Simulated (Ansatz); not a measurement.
Born–Oppenheimer molecular dynamics of BH₈NSi (11 atoms, charge 0, multiplicity 1). It starts at the highest image of a converged band. Of that band: Neighbouring images differ by up to 1.2 eV, so the band resolves the path poorly. A vibrational analysis at the climbing image gives one clearly imaginary mode, 641i cm⁻¹: a first-order saddle point.

All numbers below come from RKS PBE-D4/6-31G* in Ansatz 0.2.0.

```yaml
ensemble: NVE (velocity Verlet)
time_step: 0.5 fs
steps_asked: 200
starting_velocities_drawn_for: 100 K
seed: 9893
```

First frame:

```xyz
11
Properties=species:S:1:pos:R:3
B 0.186 0.310 0.082
H -0.218 -0.582 0.951
N 1.583 -0.024 -0.308
H 1.651 -0.894 -0.843
H 2.025 0.704 -0.872
H -0.848 0.258 -0.565
Si 0.036 2.277 0.746
H 0.907 2.666 1.907
H 0.517 3.056 -0.447
H -1.374 2.685 1.059
H -0.040 0.332 1.360
```

(1) How far do the bonds stretch over the last three quarters of this one trajectory? (Pairs bonded in most of those frames.)

Answers

(1) 
| bond | mean (Å) | spread (Å) | shortest | longest |
| --- | --- | --- | --- | --- |
| B1–N3 | 1.419 | 0.034 | 1.36 | 1.46 |
| B1–H6 | 1.217 | 0.020 | 1.18 | 1.25 |
| B1–Si7 | 2.048 | 0.013 | 2.02 | 2.07 |
| H2–H11 | 0.763 | 0.028 | 0.74 | 0.85 |
| N3–H4 | 1.024 | 0.008 | 1.01 | 1.04 |
| N3–H5 | 1.023 | 0.012 | 1.00 | 1.04 |
| Si7–H8 | 1.509 | 0.005 | 1.50 | 1.52 |
| Si7–H9 | 1.508 | 0.003 | 1.50 | 1.51 |
| Si7–H10 | 1.506 | 0.008 | 1.49 | 1.52 |

Mean temperature of the second half: 839 K. The conserved energy stayed within 0.041 meV per atom of its start (net change -0.00064 meV per atom), so the integration is sound. The kinetic energy rose, since the run started high on the potential surface and went downhill. It ends in pieces (BH6NSi + H2), so much of that is their flight and rotation, not heat. A run of 0.1 ps of so small a system gives no equilibrium averages. The orbitals stay closed-shell, which can raise the energy where a bond breaks towards radicals; this wasn't checked here.

Run time: 6.9 min on 1 thread of Arm Neoverse V1, on a shared host, peak memory 0.12 GiB.
